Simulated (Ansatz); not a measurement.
Two isomers of C3H6FNO: A = `CC(F)C(=N)O`, B = `CC(F)OC=N`.

Program: Ansatz. Geometries: PBE0-D4/def2-TZVP. ΔE: electronic, gas phase. CCSD(T)/CBS is the MP2 limit (def2-TZVPP, def2-QZVPP) plus CCSD(T) − MP2 in def2-TZVPP, frozen cores. Functionals use def2-TZVPP. B3LYP here is the variant with VWN-RPA as its local correlation; programs differ in this. One conformer a species, not always the lowest.

(1) Which is lower in electronic energy at CCSD(T)/CBS, and by how much? (Estimate.)

(2) Give E(B) − E(A) in kJ/mol with B3LYP-D4, B3LYP, HF/def2-TZVPP, CCSD/def2-TZVPP, CCSD(T)/def2-TZVPP, B2PLYP, ωB97M-V. (Estimate.)

Largest T1 diagnostic: 0.013.

Results:

(1) Ansatz gave: A, by 20.0 kJ/mol.

(2) Ansatz gave: B3LYP-D4 17.2, B3LYP 15.3, HF/def2-TZVPP 10.9, CCSD/def2-TZVPP 18.0, CCSD(T)/def2-TZVPP 18.2, B2PLYP 16.6, ωB97M-V 19.1. None reverses the order clearly.

In def2-TZVPP, CCSD(T) changes the Hartree–Fock value by +7.3 kJ/mol (the triples alone add +0.2 kJ/mol) and MP2 by +10.5 kJ/mol.
